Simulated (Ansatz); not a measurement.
# Predicting a hybrid from its neighbours: C2H6O

C2H6O has 9 atoms, charge 0, and is taken as a singlet. As SMILES, `CCO`. The shape is that of a PBE0-D4/def2-TZVP optimisation. This is one conformer, not always the lowest.

The HOMO–LUMO gap y, in eV, basis cc-pVDZ; a is the functional's share of exact exchange. Programs: Ansatz 0.2.0.

| functional | program | a | y (eV) |
| --- | --- | --- | --- |
| PBE | Ansatz | 0 | 6.63 |
| BLYP | Ansatz | 0 | 6.47 |
| B3LYP | Ansatz | 0.2 | 8.65 |
| r2SCAN0 | Ansatz | 0.25 | ? |
| PBE0 | Ansatz | 0.25 | 9.34 |
| BHLYP | Ansatz | 0.5 | 11.73 |

**Question.** Fit y = c + s·a to the known rows and predict r2SCAN0.

**Answer.** 
1. Means of the 5 rows: a = 0.1900, y = 8.564.
2. Σ(Δa)² = 0.172, Σ(Δa·Δy) = 1.7942, so the slope is 1.7942/0.172 = 10.431.
3. Intercept: 8.564 − (10.431) × 0.1900 = 6.582. The largest residual of the fit is 0.15.
4. r2SCAN0: 6.582 + (10.431) × 0.25 = 9.19 eV.

The run gave 10.12 eV, so the prediction is off by -0.93 eV, more than the scatter of the fit. Exact exchange lowers occupied levels and raises empty ones. The rows mix families of semi-local functionals, which the line can't see.
